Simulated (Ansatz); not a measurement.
A run of Ansatz (development build ahead of 0.2.0) on doublet H₄O₂(+) at this shape:

| atom | x (Å) | y (Å) | z (Å) |
| --- | --- | --- | --- |
| O | 0.8006 | 1.2701 | 0.3773 |
| H | 1.1708 | 1.2727 | 1.2902 |
| H | 0.3157 | 0.3708 | 0.2685 |
| O | -0.7090 | -1.1222 | -0.3783 |
| H | -0.3002 | -1.4610 | -1.1715 |
| H | -1.5508 | -0.7814 | -0.6711 |

Its results:

```yaml
Converged: yes
Total_energy: -151.56854 hartree
Spin_squared_of_the_determinant: 0.757
Stability_test: minimum
```

Forces (eV/Å):
```
atom      Fx      Fy      Fz
  O1  -0.315  -1.092   0.537
  H2   0.055   0.271  -0.193
  H3  -0.233   0.027  -0.588
  O4   0.629   1.343  -0.161
  H5  -0.133  -0.220   0.245
  H6  -0.004  -0.328   0.160
```

(1) Which input gives this output? Name the method, the orbitals and the basis set, and write the input.

Results:

(1) UHF in def2-SVP.

```yaml
crystal:
  periodic: [false, false, false]
  atoms:
    - { symbol: O, position_ang: [0.80061, 1.27015, 0.37729] }
    - { symbol: H, position_ang: [1.17081, 1.27265, 1.29023] }
    - { symbol: H, position_ang: [0.31567, 0.37079, 0.2685] }
    - { symbol: O, position_ang: [-0.70902, -1.12224, -0.3783] }
    - { symbol: H, position_ang: [-0.30021, -1.46096, -1.17154] }
    - { symbol: H, position_ang: [-1.55077, -0.78138, -0.67106] }
basis:
  gaussian: { orbitals: def2-SVP }
total_charge: 1
magnetization:
  spin_polarized: true
  initial_magnetization: 1
hamiltonian:
  xc: hf
output:
  forces: true
```
